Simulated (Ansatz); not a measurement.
C$_{4}$H$_{10}$O$_{2}$ (`CC(O)CCO`): the same geometry under several functionals.

```yaml
crystal:
  periodic: [false, false, false]
  atoms:
    - {symbol: C, position_ang: [-1.378744, 0.296795, 1.604073]}
    - {symbol: C, position_ang: [-0.160540, 0.428285, 0.719473]}
    - {symbol: O, position_ang: [-0.264403, 1.665745, 0.044278]}
    - {symbol: C, position_ang: [-0.032014, -0.734797, -0.256282]}
    - {symbol: C, position_ang: [1.240193, -0.704806, -1.081809]}
    - {symbol: O, position_ang: [1.348799, 0.448060, -1.909831]}
    - {symbol: H, position_ang: [-2.285335, 0.253792, 0.995007]}
    - {symbol: H, position_ang: [-1.455326, 1.161530, 2.265265]}
    - {symbol: H, position_ang: [-1.323638, -0.606147, 2.216202]}
    - {symbol: H, position_ang: [0.739505, 0.430850, 1.358801]}
    - {symbol: H, position_ang: [0.417717, 1.670827, -0.639834]}
    - {symbol: H, position_ang: [-0.908820, -0.741692, -0.916676]}
    - {symbol: H, position_ang: [-0.049745, -1.676791, 0.303789]}
    - {symbol: H, position_ang: [2.112894, -0.668531, -0.423897]}
    - {symbol: H, position_ang: [1.326175, -1.615451, -1.686926]}
    - {symbol: H, position_ang: [0.673291, 0.392321, -2.591635]}
basis:
  gaussian: {orbitals: def2-TZVPP}
hamiltonian: {xc: {name: B3LYP}, dispersion: d4}
output: {forces: true, orbitals: {seedname: orbitals}}
```

```sh
$ ansatz run in.yaml --threads 2 --pin off --events-out ev --progress --plain --max-ram 32768MiB --backend cuda --devices 0, --max-vram 18GiB
```

Output, abridged:

```
Functional definition: B3LYP
1612 factors; their error is unknown
mean field evaluation 1: about -8394.8142 eV, gradient 8.3e1 eV
mean field evaluation 2: about -8382.2508 eV, gradient 1.1e2 eV
mean field evaluation 4: about -8408.9436 eV, gradient 6.1e0 eV
mean field evaluation 8: about -8408.9989 eV, gradient 7.9e-1 eV
mean field evaluation 16: about -8408.9997 eV, gradient 5.0e-4 eV
mean field -8408.99974821 eV, -309.0250409218 hartree, gradient 1.9e-5 eV, S^2 0.000000; 0 other end points of the search recorded, 0 dependent functions left out
reference -8409.00005114 eV, -309.0250520546 hartree; 25, 25 occupied and 301, 301 virtual orbitals, 1612 factors
Total energy: -8409.47299947 eV, -309.0424325850 hartree
Atom 0 at    -1.378744     0.296795     1.604073 Å, force    -0.174062    -0.005151     0.148761 eV/Å
Atom 1 at    -0.160540     0.428285     0.719473 Å, force     0.137141    -0.170482     0.241224 eV/Å
Atom 2 at    -0.264403     1.665745     0.044278 Å, force     0.037170     0.275262    -0.176715 eV/Å
Atom 3 at    -0.032014    -0.734797    -0.256282 Å, force    -0.153037    -0.195662    -0.013426 eV/Å
Atom 4 at     1.240193    -0.704806    -1.081809 Å, force     0.193771    -0.348021     0.136218 eV/Å
Atom 5 at     1.348799     0.448060    -1.909831 Å, force     0.020856     0.225234    -0.209226 eV/Å
Atom 6 at    -2.285335     0.253792     0.995007 Å, force     0.034704     0.000461     0.039013 eV/Å
Atom 7 at    -1.455326     1.161530     2.265265 Å, force    -0.008858    -0.046929    -0.022850 eV/Å
Atom 8 at    -1.323638    -0.606147     2.216202 Å, force    -0.012926     0.043865    -0.022507 eV/Å
Atom 9 at     0.739505     0.430850     1.358801 Å, force    -0.049439     0.004896    -0.032865 eV/Å
Atom 10 at     0.417717     1.670827    -0.639834 Å, force    -0.029846     0.088836    -0.018340 eV/Å
Atom 11 at    -0.908820    -0.741692    -0.916676 Å, force     0.046493    -0.009431     0.031061 eV/Å
Atom 12 at    -0.049745    -1.676791     0.303789 Å, force    -0.000877     0.043338    -0.033716 eV/Å
Atom 13 at     2.112894    -0.668531    -0.423897 Å, force    -0.046047    -0.010735    -0.042835 eV/Å
Atom 14 at     1.326175    -1.615451    -1.686926 Å, force     0.005936     0.050616     0.028892 eV/Å
Atom 15 at     0.673291     0.392321    -2.591635 Å, force    -0.000976     0.053904    -0.052691 eV/Å
Dipole moment:     0.013579    -0.520103    -0.162899 e Å
```

Hardware: 2 threads of an AMD EPYC 7R13 on a shared host and a share of an NVIDIA H100 80 GB. Wall time 7.5 s, peak host memory 0.87 GiB.

The same input with `hamiltonian: {xc: {name: wB97X-V}}` and no forces (abridged; 7 s):

```
Functional definition: wB97X-V
mean field evaluation 16: about -8406.2517 eV, gradient 4.4e-4 eV
mean field -8406.25168511 eV, -308.9240514657 hartree, gradient 2.5e-5 eV, S^2 0.000000
Total energy: -8406.25168301 eV, -308.9240513885 hartree
```

B3LYP takes the VWN-RPA correlation (the form of Gaussian; ORCA's B3LYP/G).
